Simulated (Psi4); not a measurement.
# singlet [Si2H5]+: levels of theory compared

We compute a comparison of 4 runs (BHLYP/def2-SVPD, M06-2X/def2-SVPD, M06-L/def2-SVPD, PBE0/def2-SVPD) of singlet [Si2H5]+. 

Program for the calculation: Psi4 1.11.

1 further run of the same task is left out (set aside as unsound or not needed).

## 1. Starting point

[Si2H5]+ has 7 atoms, charge +1, and is taken as a singlet. As SMILES of the parent species, `[SiH2][SiH3]`. Geometry: relaxed at PBE0-D4/def2-TZVP. That shape belongs to the parent species and isn't relaxed for this state.

Bond lengths: Si1–Si2 2.324 Å, Si1–H3 1.489 Å, Si1–H4 1.488 Å, Si2–H5 1.487 Å, Si2–H6 1.490 Å, Si2–H7 1.487 Å. Angles: Si1–Si2–H5 109.0°, Si1–Si2–H6 112.7°, Si1–Si2–H7 109.0°, Si2–Si1–H3 114.5°, Si2–Si1–H4 114.5°, H5–Si2–H6 108.5°, H5–Si2–H7 109.1°, H6–Si2–H7 108.5°, H3–Si1–H4 109.9°.

## 2. Energy and gradient at BHLYP/def2-SVPD (run 1)

Contents of h5si2.json:

```json
{
 "schema_name": "qcschema_input",
 "schema_version": 1,
 "molecule": {
  "schema_name": "qcschema_molecule",
  "schema_version": 2,
  "symbols": ["Si", "Si", "H", "H", "H", "H", "H"],
  "geometry": [-0.3960866, -2.5722952, -0.36112666, 0.67633298, 1.68034447, -0.11716302, -0.00491329, -4.01358932, 2.02257387, -2.97367303, -3.07004906, -1.37118528, 0.39684249, 2.83988042, -2.66073438, -0.93692621, 3.105009, 1.6981079, 3.3540749, 1.90257626, 0.70335606],
  "molecular_charge": 1,
  "molecular_multiplicity": 1,
  "fix_symmetry": "c1"
 },
 "driver": "gradient",
 "model": {
  "method": "bhhlyp",
  "basis": "def2-SVPD"
 },
 "keywords": {
  "reference": "rks",
  "puream": true,
  "e_convergence": 1e-09,
  "d_convergence": 1e-08,
  "scf_type": "pk",
  "dft_radial_points": 99,
  "dft_spherical_points": 590
 }
}
```

Run with:

```bash
$ psi4 --qcschema h5si2.json -n 1 --memory 1600MB
```

stdout:

```text
[...]
  Running in c1 symmetry.
[...]
  Nuclear repulsion =   82.797384058725640
[...]
  Multiplicity = 1
[...]
  Nalpha       = 16
  Nbeta        = 16
[...]
    Number of basis functions: 88
[...]
   @RKS iter   1:  -581.41013237775815   -2.15057e-01   1.85789e-03 ADIIS/DIIS
[...]
   @RKS iter  10:  -581.44020285309944   -1.69393e-11   8.06208e-09 DIIS
[...]
    Orbital Energies [Eh]
    ---------------------
    Doubly Occupied:
       1A    -67.439889     2A    -67.339341     3A     -5.914386
       4A     -5.817835     5A     -4.185392     6A     -4.177359
       7A     -4.176958     8A     -4.086074     9A     -4.083690
      10A     -4.083374    11A     -0.870998    12A     -0.784735
      13A     -0.658922    14A     -0.605132    15A     -0.590846
      16A     -0.584081
[...]
  @RKS Final Energy:  -581.44020285309944
   => Energetics <=
    Nuclear Repulsion Energy =             82.7973840587256404
    One-Electron Energy =                -961.7345091870020042
    Two-Electron Energy =                 319.7759401098823560
    DFT Exchange-Correlation Energy =     -22.2790178347054066
    Empirical Dispersion Energy =           0.0000000000000000
    VV10 Nonlocal Energy =                  0.0000000000000000
    Total Energy =                       -581.4402028530994357
[...]
 Multipole Moments:
 ------------------------------------------------------------------------------------
     Multipole            Electronic (a.u.)      Nuclear  (a.u.)        Total (a.u.)
 ------------------------------------------------------------------------------------
 L = 1.  Multiply by 2.5417464519 to convert [e a0] to [Debye]
 Dipole X            :          0.2228645           -0.3934291           -0.1705646
 Dipole Y            :         -2.5613050            1.3612984           -1.2000066
 Dipole Z            :         -0.9060880            0.7220243           -0.1840637
 Magnitude           :                                                    1.2259639
[...]
  -Total Gradient:
     Atom            X                  Y                   Z
    ------   -----------------  -----------------  -----------------
       1        0.035690261165    -0.010419861874    -0.034162372130
       2       -0.028650337171    -0.034273681327     0.015577627699
       3       -0.008881241779     0.008811546132     0.011902586846
       4       -0.010467048109     0.009318657312     0.010081406375
       5        0.001769906115     0.006318033757    -0.002567576083
       6        0.006118148608     0.014761596509    -0.001264264605
       7        0.004420452903     0.005484035168     0.000432541907
[...]
```

The result, in JSON:

```text
{
 "driver": "gradient",
 "model": {
  "method": "bhhlyp",
  "basis": "def2-SVPD"
 },
 "success": true,
 "return_result": [0.03569026116515435, -0.010419861874338528, -0.0341623721296712, -0.02865033717117765, -0.03427368132683174, 0.015577627699388637, -0.008881241779429831, 0.00881154613175638, 0.011902586845997626, -0.010467048108813048, 0.00931865731166092, 0.010081406374749892, 0.0017699061145396407, 0.0063180337566628025, -0.0025675760829531186, 0.006118148607667989, 0.014761596508904913, -0.001264264605195832, 0.004420452902694258, 0.005484035168388997, 0.00043254190730346656],
 "properties": {
  "calcinfo_nbasis": 88,
  "calcinfo_nmo": 88,
  "calcinfo_nalpha": 16,
  "calcinfo_nbeta": 16,
  "calcinfo_natom": 7,
  "nuclear_repulsion_energy": 82.79738405872564,
  "return_energy": -581.4402028530994,
  "return_gradient": [0.03569026116515435, -0.010419861874338528, -0.0341623721296712, -0.02865033717117765, -0.03427368132683174, 0.015577627699388637, -0.008881241779429831, 0.00881154613175638, 0.011902586845997626, -0.010467048108813048, 0.00931865731166092, 0.010081406374749892, 0.0017699061145396407, 0.0063180337566628025, -0.0025675760829531186, 0.006118148607667989, 0.014761596508904913, -0.001264264605195832, 0.004420452902694258, 0.005484035168388997, 0.00043254190730346656],
  "scf_one_electron_energy": -961.734509187002,
  "scf_two_electron_energy": 319.77594010988236,
  "scf_xc_energy": -22.279017834705407,
  "scf_dipole_moment": [-0.1705646443981448, -1.200006592613764, -0.18406368801929474],
  "scf_total_energy": -581.4402028530994,
  "scf_total_gradient": [0.03569026116515435, -0.010419861874338528, -0.0341623721296712, -0.02865033717117765, -0.03427368132683174, 0.015577627699388637, -0.008881241779429831, 0.00881154613175638, 0.011902586845997626, -0.010467048108813048, 0.00931865731166092, 0.010081406374749892, 0.0017699061145396407, 0.0063180337566628025, -0.0025675760829531186, 0.006118148607667989, 0.014761596508904913, -0.001264264605195832, 0.004420452902694258, 0.005484035168388997, 0.00043254190730346656],
  "scf_iterations": 10
 }
}
```

Wall time 12 s (1 thread of Intel Xeon 6975P-C (Granite Rapids), shared host); peak memory 0.78 GiB.

## 3. A single-point energy at M06-2X/def2-SVPD (run 2)

Contents of calc.dat:

```
memory 1600 MB

molecule {
  1 1
  Si    -0.39608660    -2.57229520    -0.36112666
  Si     0.67633298     1.68034447    -0.11716302
  H     -0.00491329    -4.01358932     2.02257387
  H     -2.97367303    -3.07004906    -1.37118528
  H      0.39684249     2.83988042    -2.66073438
  H     -0.93692621     3.10500900     1.69810790
  H      3.35407490     1.90257626     0.70335606
  units au
  symmetry c1
  no_reorient
  no_com
}

set reference rks
set puream true
set e_convergence 1e-09
set d_convergence 1e-08
set scf_type pk
set dft_radial_points 99
set dft_spherical_points 590

E, wfn = energy('m06-2x/def2-SVPD', return_wfn=True)
oeprop(wfn, 'MULLIKEN_CHARGES', 'WIBERG_LOWDIN_INDICES', 'QUADRUPOLE', title='M06-2X')
```

Run with:

```bash
$ psi4 -n 1 calc.dat calc.out
```

calc.out, cut to the lines that bear on the results:

```text
[...]
  Running in c1 symmetry.
[...]
  Nuclear repulsion =   82.797384058725640
[...]
  Multiplicity = 1
[...]
  Nalpha       = 16
  Nbeta        = 16
[...]
    Number of basis functions: 88
[...]
   @RKS iter   1:  -581.36012856571870   -1.60470e-01   1.99979e-03 DIIS/ADIIS
[...]
   @RKS iter  11:  -581.39323367600036   -8.07177e-12   2.93066e-09 DIIS
[...]
  @RKS Final Energy:  -581.39323367600036
   => Energetics <=
    Nuclear Repulsion Energy =             82.7973840587256404
    One-Electron Energy =                -961.8553131711847755
    Two-Electron Energy =                 318.2071396512958472
    DFT Exchange-Correlation Energy =     -20.5424442148370829
    Empirical Dispersion Energy =           0.0000000000000000
    VV10 Nonlocal Energy =                  0.0000000000000000
    Total Energy =                       -581.3932336760003636
[...]
 Multipole Moments:
 ------------------------------------------------------------------------------------
     Multipole            Electronic (a.u.)      Nuclear  (a.u.)        Total (a.u.)
 ------------------------------------------------------------------------------------
 L = 1.  Multiply by 2.5417464519 to convert [e a0] to [Debye]
 Dipole X            :         -3.8135878            3.7588542           -0.0547337
 Dipole Y            :         10.1823932          -11.7234829           -1.5410897
 Dipole Z            :          5.9311277           -6.3039373           -0.3728096
 Magnitude           :                                                    1.5864868
 L = 2.  Multiply by 1.3450342976 to convert [e a0^2] to [Debye ang]
 Quadrupole XX       :        -47.8374525           29.7282411          -18.1092114
 Quadrupole XY       :        -43.4245221           43.9227828            0.4982607
[...]
  Mulliken Charges: (a.u.)
   Center  Symbol    Alpha    Beta     Spin     Total
       1    SI     6.86752  6.86752  0.00000  0.26496
       2    SI     7.25359  7.25359  0.00000 -0.50717
       3     H     0.39076  0.39076  0.00000  0.21848
       4     H     0.39073  0.39073  0.00000  0.21854
       5     H     0.36742  0.36742  0.00000  0.26515
       6     H     0.36255  0.36255  0.00000  0.27490
       7     H     0.36743  0.36743  0.00000  0.26514
   Total alpha = 16.00000, Total beta = 16.00000, Total charge =  1.00000
  Wiberg Bond Indices using Orthogonal Lowdin Orbitals:
[...]
```

Run time: 21 s. Hardware: 1 thread of Intel Xeon 6975P-C (Granite Rapids), shared host; peak memory 0.88 GiB.

Run 3 isn't shown in full; the table further down has it.

## 4. The energy at PBE0/def2-SVPD (run 4)

Contents of run.py:

```python
import psi4

psi4.set_memory(1600000000)
psi4.set_num_threads(1)
psi4.set_output_file('psi4.out', False)

geom = psi4.geometry("""
1 1
Si    -0.209600    -1.361200    -0.191100
Si     0.357900     0.889200    -0.062000
H     -0.002600    -2.123900     1.070300
H     -1.573600    -1.624600    -0.725600
H      0.210000     1.502800    -1.408000
H     -0.495800     1.643100     0.898600
H      1.774900     1.006800     0.372200
units angstrom
symmetry c1
""")

psi4.set_options({
    'basis': 'def2-SVPD',
    'puream': True,
    'e_convergence': 1e-09,
    'd_convergence': 1e-08,
    'scf_type': 'pk',
    'dft_radial_points': 99,
    'dft_spherical_points': 590,
})

result = psi4.energy('pbe0', molecule=geom)
print('E =', round(result, 9))
```

Run with:

```bash
$ python run.py
```

psi4.out:

```text
[...]
  Running in c1 symmetry.
[...]
  Nuclear repulsion =   82.797384022765954
[...]
  Multiplicity = 1
[...]
  Nalpha       = 16
  Nbeta        = 16
[...]
    Number of basis functions: 88
[...]
   @RKS iter   1:  -581.15716751288892   -1.14948e-01   2.05776e-03 DIIS/ADIIS
[...]
   @RKS iter  10:  -581.18865323972955   -2.12594e-11   9.23800e-09 DIIS
[...]
    Orbital Energies [Eh]
    ---------------------
    Doubly Occupied:
       1A    -66.549245     2A    -66.448202     3A     -5.637121
       4A     -5.541201     5A     -3.981016     6A     -3.970056
       7A     -3.969638     8A     -3.880092     9A     -3.877185
      10A     -3.876713    11A     -0.809839    12A     -0.728305
      13A     -0.610769    14A     -0.563571    15A     -0.545964
      16A     -0.543378
[...]
  @RKS Final Energy:  -581.18865323972955
   => Energetics <=
    Nuclear Repulsion Energy =             82.7973840227659537
    One-Electron Energy =                -961.8433135399864113
    Two-Electron Energy =                 330.4094406714117440
    DFT Exchange-Correlation Energy =     -32.5521643939208758
    Empirical Dispersion Energy =           0.0000000000000000
    VV10 Nonlocal Energy =                  0.0000000000000000
    Total Energy =                       -581.1886532397295468
[...]
 Multipole Moments:
 ------------------------------------------------------------------------------------
     Multipole            Electronic (a.u.)      Nuclear  (a.u.)        Total (a.u.)
 ------------------------------------------------------------------------------------
 L = 1.  Multiply by 2.5417464519 to convert [e a0] to [Debye]
 Dipole X            :          0.2142440           -0.3934292           -0.1791852
 Dipole Y            :         -2.4732234            1.3612984           -1.1119250
 Dipole Z            :         -0.8740151            0.7220243           -0.1519908
 Magnitude           :                                                    1.1364796
[...]
```

On the terminal:

```text
E = -581.18865324
```

It took 11 s on 1 thread of Intel Xeon 6975P-C (Granite Rapids), shared host; peak memory 0.78 GiB.

## 5. The series

```csv
run,level,task,energy (Eh),HOMO energy (eV),LUMO energy (eV),HOMO–LUMO gap (eV),wall time
1,BHLYP/def2-SVPD,gradient,-581.440203,-15.89,-9.42,6.48,12 s
2,M06-2X/def2-SVPD,energy,-581.393234,-15.85,-9.47,6.39,21 s
3,M06-L/def2-SVPD,energy,-581.444994,-13.84,-10.96,2.88,23 s
4,PBE0/def2-SVPD,energy,-581.188653,-14.79,-10.36,4.42,11 s
```

## 6. Summary of results

| quantity | value |
| --- | --- |
| run 4: total energy | -581.18865 Eh |
| run 4: HOMO energy | -14.79 eV |
| run 4: LUMO energy | -10.36 eV |
| run 4: HOMO–LUMO gap | 4.42 eV |

**Reading.** The HOMO–LUMO gap runs from 2.88 eV (M06-L/def2-SVPD) to 6.48 eV (BHLYP/def2-SVPD). Totals of different functionals can't be ranked against each other. All runs together took 67 s, the longest 23 s.
